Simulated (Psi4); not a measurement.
C₅H₄N (SMILES [c-]1ccncc1), charge -1, singlet, at a GFN2-xTB geometry (a gas-phase anion, which may not be bound at this level); Psi4 with TPSS/6-31G*.

The Psi4 input:
```
memory 2 GB

molecule {
-1 1
N    -0.00257057    0.00016295    1.38395379
C     0.00286033   -0.00018132   -1.53995306
C     0.01440886    1.12439782    0.66353930
C    -0.01687418   -1.12424154    0.66374596
C    -0.01481043   -1.15986852   -0.71297161
C     0.01745938    1.15970060   -0.71318479
H     0.02606951    2.04296628    1.26508679
H    -0.03076978   -2.04266832    1.26546228
H    -0.02765064   -2.14691273   -1.19244289
H     0.03208109    2.14663188   -1.19283749
}

set {
  basis 6-31g*
}

energy('tpss')
print_variables()
```

Predict the main parts of the log of this Psi4 run.


```
   => Loading Basis Set <=

    Name: 6-31G*
    Role: ORBITAL
    Keyword: BASIS

         ---------------------------------------------------------
                                   SCF
               by Justin Turney, Rob Parrish, Andy Simmonett
                          and Daniel G. A. Smith
                              RKS Reference
         ---------------------------------------------------------

  ==> Geometry <==

    Molecular point group: c1
    Full point group: C1

    Geometry (in Angstrom), charge = -1, multiplicity = 1:

       Center              X                  Y                   Z               Mass
    ------------   -----------------  -----------------  -----------------  -----------------
         N           -0.002573898106     0.000163161128     1.385746303098    14.003074004430
         C            0.002857001894    -0.000181108872    -1.538160546902    12.000000000000
         C            0.014405531894     1.124398031128     0.665331813098    12.000000000000
         C           -0.016877508106    -1.124241328872     0.665538473098    12.000000000000
         C           -0.014813758106    -1.159868308872    -0.711179096902    12.000000000000
         C            0.017456051894     1.159700811128    -0.711392276902    12.000000000000
         H            0.026066181894     2.042966491128     1.266879303098     1.007825032230
         H           -0.030773108106    -2.042668108872     1.267254793098     1.007825032230
         H           -0.027653968106    -2.146912518872    -1.190650376902     1.007825032230
         H            0.032077761894     2.146632091128    -1.191044976902     1.007825032230

  Running in c1 symmetry.

  Rotational constants: A =      0.20984  B =      0.20034  C =      0.10249 [cm^-1]
  Rotational constants: A =   6290.72785  B =   6006.00837  C =   3072.53595 [MHz]
  Nuclear repulsion =  196.441838996751727

  Charge       = -1
  Multiplicity = 1
  Electrons    = 42
  Nalpha       = 21
  Nbeta        = 21

  ==> Algorithm <==

  SCF Algorithm Type is DF.
  DIIS enabled.
  MOM disabled.
  Fractional occupation disabled.
  Guess Type is SAD.
  Energy threshold   = 1.00e-06
  Density threshold  = 1.00e-06
  Integral threshold = 1.00e-12

  ==> Primary Basis <==

  Basis Set: 6-31G*
    Blend: 6-31G*
    Number of shells: 44
    Number of basis functions: 98
    Number of Cartesian functions: 98
    Spherical Harmonics?: false
    Max angular momentum: 2

  ==> DFT Potential <==

   => LibXC <=

    Version 7.1.2
    S. Lehtola, C. Steigemann, M. J. T. Oliveira, and M. A. L. Marques,  SoftwareX 7, 1–5 (2018) (10.1016/j.softx.2017.11.002)

   => Composite Functional: TPSS <=

    TPSS Meta-GGA XC Functional

    J. Tao, et al., Phys. Rev. Lett., 91, 146401, 2003

    Deriv               =              1
    GGA                 =           TRUE
    Meta                =           TRUE

    Exchange Hybrid     =          FALSE
    MP2 Hybrid          =          FALSE

   => Exchange Functionals <=

    1.0000   XC_MGGA_X_TPSS

   => Correlation Functionals <=

    1.0000   XC_MGGA_C_TPSS

   => LibXC Density Thresholds  <==

    XC_MGGA_C_TPSS:  1.00E-15
    XC_MGGA_X_TPSS:  1.00E-15

   => Molecular Quadrature <=

    Radial Scheme          =       TREUTLER
    Pruning Scheme         =           NONE
    Nuclear Scheme         =       TREUTLER

    Blocking Scheme        =         OCTREE
    BS radius alpha        =              1
    Pruning alpha          =              1
    Radial Points          =             75
    Spherical Points       =            302
    Total Points           =         210423
    Total Blocks           =           1620
    Max Points             =            256
    Max Functions          =             98
    Weights Tolerance      =       1.00E-15

   => Loading Basis Set <=

    Name: (6-31G* AUX)
    Role: JKFIT
    Keyword: DF_BASIS_SCF

  ==> Integral Setup <==

  SCF_SUBTYPE=INCORE selected. In-core MEM_DF algorithm will be used.
  Using in-core AOs.

  ==> MemDFJK: Density-Fitted J/K Matrices <==

    J tasked:                   Yes
    K tasked:                    No
    wK tasked:                   No
    Algorithm:                 Core
    Schwarz Cutoff:           1E-12
    Mask sparsity (%):       0.2291
    Fitting Condition:        1E-10

   => Auxiliary Basis Set <=

  Basis Set: (6-31G* AUX)
    Blend: CC-PVDZ-JKFIT
    Number of shells: 180
    Number of basis functions: 586
    Number of Cartesian functions: 586
    Spherical Harmonics?: false
    Max angular momentum: 3

  Minimum eigenvalue in the overlap matrix is 1.4109155578E-03.
  Reciprocal condition number of the overlap matrix is 1.8681216826E-04.
    Using symmetric orthogonalization.

  ==> Pre-Iterations <==

  SCF Guess: Superposition of Atomic Densities via on-the-fly atomic UHF (no occupation information).

   -------------------------
    Irrep   Nso     Nmo
   -------------------------
     A         98      98
   -------------------------
    Total      98      98
   -------------------------

  ==> Iterations <==

                           Total Energy        Delta E     RMS |[F,P]|

   @DF-RKS iter SAD:  -247.22756425148239   -2.47228e+02   0.00000e+00
   @DF-RKS iter   1:  -247.18835160997412    3.92126e-02   9.16059e-03 DIIS/ADIIS
   @DF-RKS iter   2:  -246.59233429477024    5.96017e-01   1.35942e-02 DIIS/ADIIS
   @DF-RKS iter   3:  -247.59814481434552   -1.00581e+00   3.34766e-03 DIIS/ADIIS
   @DF-RKS iter   4:  -247.63657053785690   -3.84257e-02   2.34514e-03 DIIS/ADIIS
   @DF-RKS iter   5:  -247.66463142212979   -2.80609e-02   7.51743e-04 DIIS/ADIIS
   @DF-RKS iter   6:  -247.66681792259897   -2.18650e-03   2.42190e-04 DIIS/ADIIS
   @DF-RKS iter   7:  -247.66707215802279   -2.54235e-04   1.50685e-05 DIIS
   @DF-RKS iter   8:  -247.66707322124094   -1.06322e-06   5.16644e-06 DIIS
   @DF-RKS iter   9:  -247.66707333054123   -1.09300e-07   2.83490e-06 DIIS
   @DF-RKS iter  10:  -247.66707337040816   -3.98669e-08   1.83069e-07 DIIS
  Energy and wave function converged.

  ==> Post-Iterations <==

   Electrons on quadrature grid:
      Ntotal   =   42.0000114095 ; deviation = 1.141e-05

    Orbital Energies [Eh]
    ---------------------

    Doubly Occupied:

       1A    -13.903843     2A     -9.822203     3A     -9.822200
       4A     -9.783619     5A     -9.783616     6A     -9.731947
       7A     -0.666098     8A     -0.496514     9A     -0.488483
      10A     -0.356228    11A     -0.339735    12A     -0.240899
      13A     -0.209256    14A     -0.199587    15A     -0.171842
      16A     -0.148440    17A     -0.079976    18A     -0.025457
      19A     -0.025329    20A     -0.021819    21A      0.081927

    Virtual:

      22A      0.177977    23A      0.182400    24A      0.277941
      25A      0.296886    26A      0.327247    27A      0.338016
      28A      0.342073    29A      0.403921    30A      0.496022
      31A      0.514290    32A      0.535837    33A      0.611793
      34A      0.637878    35A      0.700018    36A      0.739940
      37A      0.743820    38A      0.760226    39A      0.791568
      40A      0.801193    41A      0.801689    42A      0.813109
      43A      0.836448    44A      0.851336    45A      0.853838
      46A      0.895229    47A      0.903682    48A      0.986934
      49A      1.015110    50A      1.019764    51A      1.020683
      52A      1.041319    53A      1.098109    54A      1.114095
      55A      1.178694    56A      1.219101    57A      1.255294
      58A      1.320076    59A      1.406855    60A      1.411946
      61A      1.429575    62A      1.566515    63A      1.644774
      64A      1.671841    65A      1.693749    66A      1.703514
      67A      1.706892    68A      1.759727    69A      1.943330
      70A      1.972500    71A      2.014200    72A      2.072924
      73A      2.184165    74A      2.198967    75A      2.302107
      76A      2.325822    77A      2.357683    78A      2.392072
      79A      2.403947    80A      2.471992    81A      2.480479
      82A      2.602977    83A      2.660432    84A      2.735902
      85A      2.771534    86A      2.839924    87A      2.877394
      88A      2.895674    89A      2.914874    90A      3.002493
      91A      3.255530    92A      3.511980    93A      4.197937
      94A      4.279740    95A      4.291893    96A      4.432483
      97A      4.521521    98A      4.797424

    Final Occupation by Irrep:
              A
    DOCC [    21 ]
    NA   [    21 ]
    NB   [    21 ]

  @DF-RKS Final Energy:  -247.66707337040816

   => Energetics <=

    Nuclear Repulsion Energy =            196.4418389967517271
    One-Electron Energy =                -731.1688519391257159
    Two-Electron Energy =                 322.8822409665497162
    DFT Exchange-Correlation Energy =     -35.8223013945838744
    Empirical Dispersion Energy =           0.0000000000000000
    VV10 Nonlocal Energy =                  0.0000000000000000
    Total Energy =                       -247.6670733704081613

Computation Completed

Properties will be evaluated at   0.000000,   0.000000,   0.000000 [a0]

Properties computed using the SCF density matrix

 Multipole Moments:

 ------------------------------------------------------------------------------------
     Multipole            Electronic (a.u.)      Nuclear  (a.u.)        Total (a.u.)
 ------------------------------------------------------------------------------------

 L = 1.  Multiply by 2.5417464519 to convert [e a0] to [Debye]
 Dipole X            :         -0.0015381           -0.0002580           -0.0017961
 Dipole Y            :          0.0000975            0.0000164            0.0001139
 Dipole Z            :          0.8280987            0.1388817            0.9669804
 Magnitude           :                                                    0.9669821

 ------------------------------------------------------------------------------------

  Variable Map:
  ----------------------------------------------------------------------------
  "CURRENT ENERGY"              =>    -247.667073370408
  "CURRENT REFERENCE ENERGY"    =>    -247.667073370408
  "DD SOLVATION ENERGY"         =>       0.000000000000
  "DFT FUNCTIONAL TOTAL ENERGY" =>    -247.667073370408
  "DFT TOTAL ENERGY"            =>    -247.667073370408
  "DFT VV10 ENERGY"             =>       0.000000000000
  "DFT XC ENERGY"               =>     -35.822301394584
  "GRID ELECTRONS ALPHA"        =>      21.000005704767
  "GRID ELECTRONS BETA"         =>      21.000005704767
  "GRID ELECTRONS TOTAL"        =>      42.000011409533
  "NUCLEAR REPULSION ENERGY"    =>     196.441838996752
  "ONE-ELECTRON ENERGY"         =>    -731.168851939126
  "PCM POLARIZATION ENERGY"     =>       0.000000000000
  "PE ENERGY"                   =>       0.000000000000
  "SCF ITERATION ENERGY"        =>    -247.667073370408
  "SCF ITERATIONS"              =>      10.000000000000
  "SCF TOTAL ENERGY"            =>    -247.667073370408
  "TWO-ELECTRON ENERGY"         =>     322.882240966550
  "XC GRID RADIAL POINTS"       =>      75.000000000000
  "XC GRID SPHERICAL POINTS"    =>     302.000000000000
  "XC GRID TOTAL POINTS"        =>  210423.000000000000

  Array Variable Map:
  ----------------------------------------------------------------------------
  "CURRENT DIPOLE"              =>      -0.001796086745 ... 0.966980431585 1 by 3
  "SCF DIPOLE"                  =>      -0.001796086745 ... 0.966980431585 1 by 3
  "SCF TOTAL ENERGIES"          =>    -247.227564251482 ... -247.667073370408 1 by 11
```
